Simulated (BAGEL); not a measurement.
# CH6BN (SMILES CBN): a chain of runs

Wanted: the energy (HF/6-31G*), then a single-point energy (NEVPT2(2,2)/6-31G*), then a single-point energy (CASPT2(2,2)/6-31G*) of CH6BN. 

The calculation is run with BAGEL 1.2.2.

## 1. The structure to begin with

CH6BN has 9 atoms, charge 0, and is taken as a singlet. As SMILES, `CBN`. One bond was lengthened or shortened from a relaxed shape.

Bond lengths: C1–B2 1.568 Å, B2–N3 1.600 Å, C1–H4 1.096 Å, C1–H5 1.095 Å, C1–H6 1.094 Å, B2–H7 1.202 Å, N3–H8 1.005 Å, N3–H9 1.007 Å. Some angles: C1–B2–N3 122.0°, C1–B2–H7 121.0°, N3–B2–H7 117.0°, B2–C1–H4 110.3°, B2–C1–H5 110.4°, B2–C1–H6 114.3°, B2–N3–H8 123.2°, B2–N3–H9 123.1°, H4–C1–H5 105.5°, H4–C1–H6 108.0°.

## 2. The energy at HF/6-31G(d) (density fitting with svp-jkfit, spherical functions) (run 1)

Input file calc.json:

```json
{ "bagel": [

{
  "title": "molecule",
  "basis": "6-31gs.json",
  "df_basis": "svp-jkfit",
  "angstrom": true,
  "geometry": [
    { "atom": "C", "xyz": [   -0.685306,    0.841667,   -0.780295 ] },
    { "atom": "B", "xyz": [    0.439394,   -0.198933,   -0.446195 ] },
    { "atom": "N", "xyz": [    0.592800,   -0.842800,    1.010700 ] },
    { "atom": "H", "xyz": [   -1.311906,    0.474767,   -1.600595 ] },
    { "atom": "H", "xyz": [   -0.244606,    1.776167,   -1.144295 ] },
    { "atom": "H", "xyz": [   -1.339906,    1.082867,    0.062305 ] },
    { "atom": "H", "xyz": [    1.228794,   -0.548833,   -1.282795 ] },
    { "atom": "H", "xyz": [    1.306200,   -1.511000,    1.244900 ] },
    { "atom": "H", "xyz": [   -0.016800,   -0.616400,    1.779200 ] }
  ]
},
{
  "title": "hf",
  "charge": 0
},
{
  "title": "print",
  "file": "orbitals.molden",
  "orbitals": true
}

]}
```

The basis set 6-31G* is read from a file made from the Basis Set Exchange's data (not shown).

Started as:

```bash
$ BAGEL_NUM_THREADS=1 BAGEL calc.json > calc.out
```

The log of the run:

```text
* using 1 threads per process

  ===============================================================
  ===============================================================

  *** Geometry ***

  { "atom" : "C", "xyz" : [     -1.295041,      1.590520,     -1.474544 ] },
  { "atom" : "B", "xyz" : [      0.830334,     -0.375929,     -0.843186 ] },
  { "atom" : "N", "xyz" : [      1.120230,     -1.592661,      1.909946 ] },
[... 5 lines of this table left out ...]
  { "atom" : "H", "xyz" : [     -0.031747,     -1.164827,      3.362201 ] },

  Number of auxiliary basis functions:      335

  Since a DF basis is specified, we compute 2- and 3-index integrals:
    o Being stored without compression. Storage requirement is 0.008 GB

  Number of basis functions:       54
  Number of electrons      :       24

    * METHOD: MOLECULE                             0.08

  *** RHF ***

  === Nuclear Repulsion ===
    64.9897338743

      * DIIS with orbital gradients will be used.

  === RHF iteration (6-31gs.json) ===
      0       -120.33886295          0.02751025           0.01
      1       -120.46826163          0.01445801           0.01
      2       -120.51087509          0.00250174           0.01
[... 9 lines of this table left out ...]
     12       -120.51258383          0.00000000           0.01
    * SCF iteration converged.

    * Permanent dipole moment:
           (    0.077208,     0.025631,    -0.248925) a.u.

    * METHOD: HF                                   0.20

    * METHOD: PRINT                                0.01

  ===============================================================
```

Run time: 0.42 s. Hardware: 1 thread of Arm Neoverse V2, shared host; peak memory 0.15 GiB.

## 3. A single-point energy at NEVPT2(2,2)/6-31G(d) (density fitting with svp-jkfit, spherical functions) (run 2)

Input file input.json:

```json
{ "bagel" : [

{
  "title" : "molecule",
  "basis" : "6-31gs.json",
  "df_basis" : "svp-jkfit",
  "angstrom" : true,
  "geometry" : [
    { "atom" : "C", "xyz" : [   -0.685306,    0.841667,   -0.780295 ] },
    { "atom" : "B", "xyz" : [    0.439394,   -0.198933,   -0.446195 ] },
    { "atom" : "N", "xyz" : [    0.592800,   -0.842800,    1.010700 ] },
    { "atom" : "H", "xyz" : [   -1.311906,    0.474767,   -1.600595 ] },
    { "atom" : "H", "xyz" : [   -0.244606,    1.776167,   -1.144295 ] },
    { "atom" : "H", "xyz" : [   -1.339906,    1.082867,    0.062305 ] },
    { "atom" : "H", "xyz" : [    1.228794,   -0.548833,   -1.282795 ] },
    { "atom" : "H", "xyz" : [    1.306200,   -1.511000,    1.244900 ] },
    { "atom" : "H", "xyz" : [   -0.016800,   -0.616400,    1.779200 ] }
  ]
},
{
  "title" : "hf"
},
{
  "title" : "nevpt2",
  "nstate" : 1,
  "nact" : 2,
  "nclosed" : 11,
  "active" : [4, 25],
  "maxiter" : 200,
  "natocc" : true,
  "ncore" : 3
},
{
  "title" : "print",
  "file" : "orbitals.molden",
  "orbitals" : true
}

]}
```

The basis set 6-31G* is read from a file made from the Basis Set Exchange's data (not shown).

Started as:

```bash
$ BAGEL_NUM_THREADS=1 BAGEL input.json > input.out
```

The log of the run:

```text
* using 1 threads per process

  ===============================================================
  ===============================================================

  *** Geometry ***

  { "atom" : "C", "xyz" : [     -1.295041,      1.590520,     -1.474544 ] },
  { "atom" : "B", "xyz" : [      0.830334,     -0.375929,     -0.843186 ] },
  { "atom" : "N", "xyz" : [      1.120230,     -1.592661,      1.909946 ] },
[... 5 lines of this table left out ...]
  { "atom" : "H", "xyz" : [     -0.031747,     -1.164827,      3.362201 ] },

[... 23 lines left out ...]
    * SCF iteration converged.
[... 1 line left out ...]
    * Permanent dipole moment:
[... 28 lines left out ...]
    * Second-order optimization converged. *
[... 9 lines left out ...]
     * ci vector, state   0, <S^2> = 0.0000
       2.     0.9960224173
       .2    -0.0891029981

  === DF-NEVPT2 calculation ===

    * 3-index integral transformation done
    * assembly done

      NEVPT2 correlation energy:   -0.3530840597      0.05

          (+0)     -0.2734734248
          (+0)'    -0.0344328219
          (+1)     -0.0053715305
          (+1)'    -0.0000000000
          (+2)     -0.0002886801
          (-1)     -0.0331018883
          (-1)'     0.0000000000
          (-2)     -0.0064157141

      NEVPT2 total energy:       -120.8807995800

    * METHOD: NEVPT2                               0.94

    * METHOD: PRINT                                0.01

  ===============================================================
```

Run time: 1.4 s. Hardware: 1 thread of Arm Neoverse V2, shared host; peak memory 0.15 GiB.

## 4. A single-point energy at CASPT2(2,2)/6-31G(d) (density fitting with svp-jkfit, spherical functions) (run 3)

Input file job.json:

```json
{ "bagel": [

{
  "title": "molecule",
  "basis": "6-31gs.json",
  "df_basis": "svp-jkfit",
  "angstrom": true,
  "geometry": [
    { "atom": "C", "xyz": [      -0.685306,       0.841667,      -0.780295 ] },
    { "atom": "B", "xyz": [       0.439394,      -0.198933,      -0.446195 ] },
    { "atom": "N", "xyz": [       0.592800,      -0.842800,       1.010700 ] },
    { "atom": "H", "xyz": [      -1.311906,       0.474767,      -1.600595 ] },
    { "atom": "H", "xyz": [      -0.244606,       1.776167,      -1.144295 ] },
    { "atom": "H", "xyz": [      -1.339906,       1.082867,       0.062305 ] },
    { "atom": "H", "xyz": [       1.228794,      -0.548833,      -1.282795 ] },
    { "atom": "H", "xyz": [       1.306200,      -1.511000,       1.244900 ] },
    { "atom": "H", "xyz": [      -0.016800,      -0.616400,       1.779200 ] }
  ]
},

{ "title": "hf" },

{ "title": "casscf", "nstate": 1, "nact": 2, "nclosed": 11, "active": [4, 25], "maxiter": 200, "natocc": true },

{ "title": "print", "file": "orbitals.molden", "orbitals": true },

{ "title": "smith", "method": "caspt2", "ms": true, "xms": true, "sssr": true, "shift": 0.2, "shift_imag": true, "ncore": 3 }

]}
```

The basis set 6-31G* is read from a file made from the Basis Set Exchange's data (not shown).

Started as:

```bash
$ BAGEL_NUM_THREADS=1 BAGEL job.json > job.out
```

The log of the run:

```text
* using 1 threads per process

  ===============================================================
  ===============================================================

  *** Geometry ***

  { "atom" : "C", "xyz" : [     -1.295041,      1.590520,     -1.474544 ] },
  { "atom" : "B", "xyz" : [      0.830334,     -0.375929,     -0.843186 ] },
  { "atom" : "N", "xyz" : [      1.120230,     -1.592661,      1.909946 ] },
[... 5 lines of this table left out ...]
  { "atom" : "H", "xyz" : [     -0.031747,     -1.164827,      3.362201 ] },

[... 25 lines left out ...]
    * Permanent dipole moment:
[... 37 lines left out ...]
     * ci vector, state   0, <S^2> = 0.0000
[... 21 lines left out ...]
       #      aibj      arbs      arbi      airj      risj      airs      arst      rist         Etot      error   time
[... 9 lines left out ...]
      ------------------------------------------------------------------------------------------------------------------

    * CASPT2 energy : state  0     -120.8828093807
        w/o shift correction       -120.8810308029
        reference weight              0.8938874167

    * METHOD: SMITH                                0.16

  ===============================================================
```

Wall time 1.4 s (1 thread of Arm Neoverse V2, shared host); peak memory 0.15 GiB.

## 5. What came out

| quantity | value |
| --- | --- |
| run 1, HF/6-31G*: total energy | -120.51258 Eh |
| run 1, HF/6-31G*: dipole moment | 0.67 D |
| run 1, HF/6-31G*: HOMO energy | -10.55 eV |
| run 1, HF/6-31G*: LUMO energy | 4.40 eV |
| run 1, HF/6-31G*: HOMO–LUMO gap | 14.95 eV |
| run 2, NEVPT2(2,2)/6-31G*: total energy | -120.88080 Eh |
| run 3, CASPT2(2,2)/6-31G*: total energy | -120.88281 Eh |
